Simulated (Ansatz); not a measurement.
# BH4+ (triplet): from Hartree-Fock to the top rungs at distance B1–H5 = 1.024 Å, cc-pVDZ

How much of the correlation energy of BH4+ (triplet) does each wave-function method recover here?

Computed with Ansatz 0.2.0, Gaussian basis. Level: cc-pVDZ, core rule «outside noble gas», up to 1 orbitals frozen.

To be run: UHF; CCSD(T) on ROHF; CCSD(T) on UHF; BCCD(T) on ROHF; CISD; CCSDT(Q) on ROHF; CCSDT(Q) on UHF; CASSCF and MRCISD+Q, 4 electrons in 4 orbitals; CASSCF and NEVPT2, 4 electrons in 4 orbitals; CASSCF and MRCISD+Q, 6 electrons in 8 orbitals; CASSCF and NEVPT2, 6 electrons in 8 orbitals; Full CI.

17 further runs of the same task are left out: 12 that didn't finish, 5 set aside as unsound or not needed.

**1. The system**

The geometry derives from a PBE0/def2-TZVP stationary point (not a proven minimum). One bond is set to the value named and the two fragments are kept rigid.

5 atoms, charge 1, spin multiplicity 3.

Atoms are counted from 1 here; the program's logs count them from 0.

Bond lengths: B1–H2 1.256 Å, B1–H3 1.256 Å, B1–H4 1.256 Å, B1–H5 1.024 Å. Angles: H2–B1–H3 65.3°, H2–B1–H4 135.2°, H2–B1–H5 135.2°, H3–B1–H4 135.2°, H3–B1–H5 135.2°, H4–B1–H5 65.3°.

**2. UHF**

Contents of in.yaml:

```yaml
crystal:
  periodic: [false, false, false]
  atoms:
    - {symbol: B, position_ang: [0.006087, -0.006107, -0.013188]}
    - {symbol: H, position_ang: [0.478562, 0.480188, 1.044116]}
    - {symbol: H, position_ang: [-0.479703, -0.476991, 1.045057]}
    - {symbol: H, position_ang: [-0.465826, 0.465295, -1.077465]}
    - {symbol: H, position_ang: [0.401679, -0.402990, -0.870257]}
basis:
  gaussian: {orbitals: cc-pVDZ}
total_charge: 1
magnetization: {spin_polarized: true, initial_magnetization: 2}
hamiltonian: {xc: hf}
output: {orbitals: {seedname: orbitals}}
```

Run with:

```sh
ansatz run in.yaml --threads 1 --pin off --events-out ev --progress --plain --max-ram 2393MiB
```

The runs that follow: CCSD(T) on ROHF; CCSD(T) on UHF; BCCD(T) on ROHF; CISD; CCSDT(Q) on ROHF; CCSDT(Q) on UHF; CASSCF and MRCISD+Q, 4 electrons in 4 orbitals; CASSCF and NEVPT2, 4 electrons in 4 orbitals; CASSCF and MRCISD+Q, 6 electrons in 8 orbitals; CASSCF and NEVPT2, 6 electrons in 8 orbitals; Full CI.

Before running them: what should the planned runs give, taken together? Wanted: FCI below the RHF energy; RMP2 from FCI; UMP2 from FCI; RCCSD from FCI; RCCSD(T) from FCI; UCCSD(T) from FCI; RCCSDT(Q) from FCI; UCCSDT(Q) from FCI; NEVPT2 pair from FCI.

The runs gave:

| quantity | value |
| --- | --- |
| FCI below the RHF energy | -3.1539 eV |
| RMP2 from FCI | +65.4 kJ/mol |
| UMP2 from FCI | +67.5 kJ/mol |
| RCCSD from FCI | +6.6 kJ/mol |
| RCCSD(T) from FCI | +1.4 kJ/mol |
| UCCSD(T) from FCI | +1.3 kJ/mol |
| RCCSDT(Q) from FCI | 0.0 kJ/mol |
| UCCSDT(Q) from FCI | -0.1 kJ/mol |
| NEVPT2 pair from FCI | +67.0 kJ/mol |
| MRCISD+Q pair from FCI | -1.1 kJ/mol |
| NEVPT2 valence from FCI | +41.4 kJ/mol |
| levels within 1 kcal/mol (43 meV) | RCCSD(T), UCCSD(T), BCCD(T), RCCSDT, UCCSDT, RCCSDT(Q), UCCSDT(Q), MRCISD+Q pair, MRCISD+Q valence |
| T1 diagnostic | 0.018 |
| effectively unpaired electrons | 2.02 |

In words: RCCSD(T) lands +1.4 kJ/mol from the yardstick (0.5 % of the correlation energy). MRCISD+Q pair falls below full CI: the +Q correction isn't variational, and the cores differ from full CI's. One determinant dominates. Of the multireference levels listed MRCISD+Q valence comes nearest in total energy (+0.4 kJ/mol), which doesn't show that its space is the better one. These misses are within one basis, not against nature; the frozen cores of restricted and unrestricted runs differ, which can shift their rows.
